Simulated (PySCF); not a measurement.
Si₃, triplet: computed properties

Method: UPBE0 in PySCF with Si def2-TZVP; no relativity; density-fitted integrals.

The structure is a minimum.

```json
{"Point group": "C2v", "Bond lengths": "Si–Si 2.239 Å (×2)", "Bond angles": "Si–Si–Si 114.1°", "Atomisation energy without zero-point energy": "576 kJ/mol", "Entropy at 298.15 K and 1 bar (electronic part: spin only)": "297.8 J/(mol K)", "Lowest empty level (β)": "-4.12 eV", "Highest occupied level (α)": "-5.39 eV", "Rotational symmetry number": "2", "Principal polarisabilities": "67.1, 88.0, 183.4 bohr³", "Rotational constants": "0.6098, 0.08534, 0.07486 cm⁻¹", "Heat capacity Cp at 298.15 K": "52.5 J/(mol K)", "Principal quadrupole moments (Buckingham, traceless) about the centre of mass": "-2.67, 1.15, 1.52 D Å", "Dipole moment": "0.18 D", "Spin squared ⟨S²⟩": "2.015", "Enthalpy at 298.15 K above 0 K": "13.31 kJ/mol", "Zero-point energy": "6.0 kJ/mol"}
```

Harmonic modes (masses in u: Si 27.977):
| symmetry | ω (cm⁻¹) | IR (km/mol) | μ (u) |
| --- | --- | --- | --- |
| a1 | 71 | 0.1 | 27.98 |
| a1 | 440 | 6.2 | 27.98 |
| b2 | 496 | 10.9 | 27.98 |

In C2v the vibrations span 2a1 + b2. Here b1 is antisymmetric to the molecular plane and b2 lies in it.

Charges (e):
| atom | Mulliken | Löwdin | polar tensor | spin (Mulliken) | Mayer order to Si1 |
| --- | --- | --- | --- | --- | --- |
| Si1 | -0.01 | -0.08 | -0.20 | 0.48 | – |
| Si2,3 | 0.00 | 0.04 | 0.10 | 0.76 | 1.55 |
Other Mayer orders above 0.3: Si–Si 0.49.

Mulliken populations on Si1: s 5.61, p 8.24, d 0.14, f 0.01.

Only a few start shapes were tried, so a lower isomer may exist. At this level a triplet minimum of D3h symmetry lies 150 kJ/mol below this structure.

The final relaxation and frequency run took 21 s on 4 threads of a shared Arm Neoverse V2 host, with 111 basis functions and 10 gradients; the process peaked at 1 GiB. Launch command: `OMP_NUM_THREADS=4 python axn.py task.json out`.
